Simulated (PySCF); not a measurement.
Species: CFCl3.
InChI=1S/CCl3F/c2-1(3,4)5

Computed with B3LYP/6-311+G(2d,p) in PySCF (dipole) on a GFN2-xTB geometry, gas phase.

Take the most abundant isotopes and a rigid rotor. 

Q: What are A, B and C (MHz)?

A: Ia = 206.75, Ib = 206.79, Ic = 295.71 u·Å²; 505379 MHz·u·Å²/I gives A = 2444, B = 2444, C = 1709 MHz.

Q: Classify the top.

A: An oblate symmetric top, as the point group C3v requires two equal moments: κ = (2 × 2444 − 2444 − 1709)/(2444 − 1709) = 1.00.

Q: What does the inertial defect say?

A: Not planar: Δ = Ic − Ia − Ib = -117.84 u·Å². For a rigid frame Δ = −2 Σ m c², so Σ m c² = 58.92 u·Å² lies off the ab plane. The atom farthest from that plane is 1.59 Å away.

Q: Give the other two planar moments, Paa and Pbb, and the rms extents of the mass along the axes.

A: Paa = Σ m a² = (Ib + Ic − Ia)/2 = 147.88 and Pbb = Σ m b² = (Ia + Ic − Ib)/2 = 147.83 u·Å². With the mass M = 135.90 u, the rms extents √(P/M) along a, b and c are 1.04, 1.04, 0.66 Å.

Q: Where do the R-branch lines fall?

A: The dipole of 0.44 D lies along the symmetry axis, so ΔK = 0 and J+1 ← J falls at 2B(J+1) for every K: 4.89 GHz, 9.78 GHz, 14.66 GHz, 19.55 GHz, 24.44 GHz for J = 0 to 4.

Q: Estimate the classical rotational partition function at 50 K, 100 K and 298.15 K.

A: Point group C3v, symmetry number σ = 3; q = (√π/σ)·√((kT/h)³/(ABC)), k/h = 20836.6 MHz/K: 6220 at 50 K, 17600 at 100 K, 90500 at 298.15 K.

GFN2-xTB frequencies: not computed here. These are rigid-rotor constants of the computed structure; measured ground-state constants (B0) also hold zero-point vibration.
